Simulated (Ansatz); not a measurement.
**CH₂NO radical (SMILES N[C]=O): functionals against CCSD(T) at one geometry**

The atoms stand at a structure displaced at random from a GFN2-xTB minimum. How far do the functionals agree with CCSD(T) there?

The runs use Ansatz 0.2.0, Gaussian basis; single points in def2-TZVPP.

Correlated methods freeze the cores. Orbitals are unrestricted.

### Step 1. Where the work starts

SMILES `N[C]=O`, 5 atoms, charge 0, spin multiplicity 2.

Atoms are counted from 1 here; the program's logs count them from 0.

Bond lengths: N1–C2 1.412 Å, N1–H4 1.038 Å, N1–H5 0.984 Å, C2–O3 1.196 Å. Angles: C2–N1–H4 113.1°, C2–N1–H5 123.9°, H4–N1–H5 121.8°, N1–C2–O3 131.6°.

As a file:

| atom | x (Å) | y (Å) | z (Å) |
| --- | --- | --- | --- |
| N1 | -0.40180 | 0.34630 | -0.21250 |
| C2 | 0.80380 | -0.32800 | 0.08080 |
| O3 | 1.10830 | -1.05580 | 0.97940 |
| H4 | -0.33710 | 0.94750 | -1.05590 |
| H5 | -1.26560 | 0.13630 | 0.21010 |

### Step 2. CCSD(T)/def2-TZVPP

Input file run/in.yaml:

```yaml
crystal:
  periodic: [false, false, false]
  atoms:
    - {symbol: N, position_ang: [-0.401800, 0.346300, -0.212500]}
    - {symbol: C, position_ang: [0.803800, -0.328000, 0.080800]}
    - {symbol: O, position_ang: [1.108300, -1.055800, 0.979400]}
    - {symbol: H, position_ang: [-0.337100, 0.947500, -1.055900]}
    - {symbol: H, position_ang: [-1.265600, 0.136300, 0.210100]}
basis:
  gaussian: {orbitals: def2-TZVPP}
magnetization: {spin_polarized: true, initial_magnetization: 1}
correlation: {method: ccsd_t}
scf: {omitted_lower_state_checks: [cluster_reference]}
output: {forces: true}
```

No record of the launch command was kept for these runs.

### Step 3. PBE0-D4/def2-TZVPP

Changes to run/in.yaml since step 2:

```diff
@@ -11,4 +11,3 @@
 magnetization: {spin_polarized: true, initial_magnetization: 1}
-correlation: {method: ccsd_t}
-scf: {omitted_lower_state_checks: [cluster_reference]}
-output: {forces: true}
+hamiltonian: {xc: pbe0, dispersion: d4}
+output: {forces: true, orbitals: {seedname: orbitals}}
```

### Step 4. wB97M-V/def2-TZVPP

Changes to run/in.yaml since step 3:

```diff
@@ -11,3 +11,3 @@
 magnetization: {spin_polarized: true, initial_magnetization: 1}
-hamiltonian: {xc: pbe0, dispersion: d4}
-output: {forces: true, orbitals: {seedname: orbitals}}
+hamiltonian: {xc: {name: wB97M-V}}
+output: {forces: true}
```

### Step 5. r2SCAN-D4/def2-TZVPP

Changes to run/in.yaml since step 4:

```diff
@@ -11,3 +11,3 @@
 magnetization: {spin_polarized: true, initial_magnetization: 1}
-hamiltonian: {xc: {name: wB97M-V}}
+hamiltonian: {xc: r2scan, dispersion: d4}
 output: {forces: true}
```

### Step 6. PBE-D4/def2-TZVPP

Changes to run/in.yaml since step 5:

```diff
@@ -11,3 +11,3 @@
 magnetization: {spin_polarized: true, initial_magnetization: 1}
-hamiltonian: {xc: r2scan, dispersion: d4}
+hamiltonian: {xc: pbe, dispersion: d4}
 output: {forces: true}
```

### Step 7. HSE06-D4/def2-TZVPP

Changes to run/in.yaml since step 6:

```diff
@@ -11,3 +11,3 @@
 magnetization: {spin_polarized: true, initial_magnetization: 1}
-hamiltonian: {xc: pbe, dispersion: d4}
+hamiltonian: {xc: hse06, dispersion: d4}
 output: {forces: true}
```

### Step 8. B97M-V/def2-TZVPP

Changes to run/in.yaml since step 7:

```diff
@@ -11,3 +11,3 @@
 magnetization: {spin_polarized: true, initial_magnetization: 1}
-hamiltonian: {xc: hse06, dispersion: d4}
+hamiltonian: {xc: {name: B97M-V}}
 output: {forces: true}
```

(Steps that only read results are left out.)

Q: Predict the outcome of this session. Wanted: energy less free atoms, CCSD(T)/def2-TZVPP; RMS force component; RMS force error; HOMO and LUMO, PBE0-D4; T1 diagnostic.

As calculated:

| quantity | value |
| --- | --- |
| energy less free atoms, CCSD(T)/def2-TZVPP | -19.348 eV |
| RMS force component | 1.159 to 1.325 eV/Å over the methods |
| RMS force error | PBE0-D4 0.308, wB97M-V 0.260, r2SCAN-D4 0.145, PBE-D4 0.283, HSE06-D4 0.302, B97M-V 0.271 eV/Å |
| HOMO and LUMO, PBE0-D4 | -6.34 and -1.87 eV |
| T1 diagnostic | 0.021 |

In words: Against CCSD(T) the functionals' energies less atoms differ by -2.057 to -0.795 eV, PBE-D4 by -2.057 eV. The reference is not at the basis limit: in triple zeta CCSD(T) underbinds, which counts against methods that bind more; the gaps are no ranking. The forces of r2SCAN-D4 come nearest to CCSD(T), those of PBE0-D4 are farthest. Frozen-core CCSD(T) forces in triple zeta carry basis errors of their own, and this is one geometry, so small gaps rank nothing.
